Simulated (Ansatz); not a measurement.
A run for Ansatz (a quantum-chemistry and plane-wave program): R-wB97M-V/def2-TZVPP on chloromethane (SMILES CCl), atoms moved off the minimum.

Ansatz 0.2 input:
```yaml
crystal:
  periodic: [false, false, false]
  atoms:
    - {symbol: C, position_ang: [-1.10636844, -0.04810049, -0.00411043]}
    - {symbol: Cl, position_ang: [0.67826655, 0.05747178, -0.00472161]}
    - {symbol: H, position_ang: [-1.46694572, -0.71622960, -0.82390957]}
    - {symbol: H, position_ang: [-1.46790971, -0.47475076, 0.94901174]}
    - {symbol: H, position_ang: [-1.55023805, 0.96753834, -0.12441827]}
basis:
  gaussian:
    orbitals: def2-TZVPP
hamiltonian:
  xc: {name: wB97M-V}
scf: {lower_state_search: off}
output: {forces: true}
```

**Question.** Give the final energy of this run.

**Answer.** -500.0840 hartree.
